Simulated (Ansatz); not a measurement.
# AlSiH₂ (doublet): from a generated start to a stationary point

Aim: relax a generated start of AlSiH₂ (doublet) and see which bonds hold.

Method: UKS PBE0/def2-TZVP; program: Ansatz 0.2.0, Gaussian basis.

## Step 1: The starting structure

4 atoms, charge 0, spin multiplicity 2.

Atoms are counted from 1 here; the program's logs count them from 0.

Bond lengths: Si1–Al2 2.320 Å, Si1–H3 1.554 Å, Al2–H4 1.663 Å. Angles: Al2–Si1–H3 87.7°, Si1–Al2–H4 175.2°.

As a file:

```
Si   -1.15773    0.15588   -0.00309
Al    1.13258   -0.21240    0.00270
H    -0.84989    1.67878    0.00597
H     2.79129   -0.33677    0.00764
```

The start was built by rule and, where that kept it together, relaxed with GFN2-xTB. Sticks and bond lists go by distance. 

## Step 2: The run

in.yaml reads:

```yaml
crystal:
  periodic: [false, false, false]
  atoms:
    - {symbol: Si, position_ang: [-1.157733, 0.155885, -0.003086]}
    - {symbol: Al, position_ang: [1.132578, -0.212396, 0.002703]}
    - {symbol: H, position_ang: [-0.849895, 1.678781, 0.005967]}
    - {symbol: H, position_ang: [2.791291, -0.336773, 0.007645]}
basis:
  gaussian: {orbitals: def2-TZVP}
magnetization: {spin_polarized: true, initial_magnetization: 1}
hamiltonian: {xc: pbe0}
relax: {f_tol: 0.004, max_steps: 80}
```

On the command line:

```console
> ansatz run in.yaml --threads 1 --pin off --events-out ev --progress --plain --max-ram 1740MiB
```

Q: Predict the outcome of this session. Wanted: energy gained; shift from the start; total energy; dipole moment; ⟨S²⟩.

As calculated:

| quantity | value |
| --- | --- |
| steps | 11 |
| energy gained | 0.187 eV |
| shift from the start (rms) | 0.438 Å |
| total energy | -14498.4678 eV |
| dipole moment | 1.79 D |
| ⟨S²⟩ | 0.757 |

By distance, Al2–H3 formed. Al2–H3 went from 2.740 to 1.956 Å. No vibrations were run, so this is a stationary point, not a proven minimum, and this spin need not be the ground state's.
